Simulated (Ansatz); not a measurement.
KCo$_{2}$As$_{2}$: a prediction, then the measurements

Method: Ansatz 0.2.0, DFT r2SCAN, scalar-relativistic, plane waves, PAW.

Settings: cutoff 500 eV, Γ-centred mesh 14×14×14 on the computed 5-atom cell, Gaussian smearing of 0.10 eV; no spin polarisation.

Relaxed structure, symmetry kept:

```cif
data_structure
_symmetry_space_group_name_H-M 'I4/mmm'
_symmetry_Int_Tables_number 139
_cell_length_a 3.7420
_cell_length_b 3.7420
_cell_length_c 13.6626
_cell_angle_alpha 90.000
_cell_angle_beta 90.000
_cell_angle_gamma 90.000
_cell_volume 191.32
loop_
_atom_site_label
_atom_site_type_symbol
_atom_site_symmetry_multiplicity
_atom_site_Wyckoff_symbol
_atom_site_fract_x
_atom_site_fract_y
_atom_site_fract_z
_atom_site_occupancy
K1 K 2 a 0.00000 0.00000 0.00000 1
Co1 Co 4 d 0.00000 0.50000 0.25000 1
As1 As 4 e 0.00000 0.00000 0.34618 1
```

```
Space group                                                       : I4/mmm (No. 139)
Volume per atom                                                   : 129.1 bohr³
Formation energy from the elements' standard states (uncorrected) : -0.385 eV/atom
Generalised Kohn–Sham band gap                                    : none (metal)
Density of states at the Fermi level                              : 1.75 states/eV per cell
Löwdin character within 0.5 eV of the Fermi level                 : Co 3d 59 %, As 4p 32 %, unprojected 5 %
Bader charges (e)                                                 : K (1 in the cell) 0.78, Co (2 in the cell) 0.11, As (2 in the cell) -0.50
```

A ferromagnetic start lost its moments in a first run, so spin was left out; other magnetic orders weren't tried.

**Measured values to compare with.**

From “KCo2As2: A New Portal for the Physics of High-Purity Metals”, 2022, arxiv:2201.10325, for a bulk crystal of KCo2As2 at 300 K: lattice constant a 3.813 ± 0.001 Å; lattice constant c 13.58 ± 0.01 Å.

A measured lattice constant a of KCo2As2 is 3.813 Å (300 K; the paper above); the calculated 3.742 Å misses it by -1.9 %. 3 values of this kind are on record (3.805 to 3.813 Å); this one was drawn at random among those near their median, those with a stated uncertainty first. Against the measured lattice constant c of KCo2As2, 13.58 Å (300 K; the paper above), the calculated 13.663 Å is off by +0.6 %. 3 values of this kind are on record (13.563 to 13.58 Å); this one was drawn at random among those near their median, those with a stated uncertainty first. The calculation is for 0 K without zero-point motion.

Cost: 1 run of about 8.3 core-minutes, on Arm Neoverse V2 (shared hosts).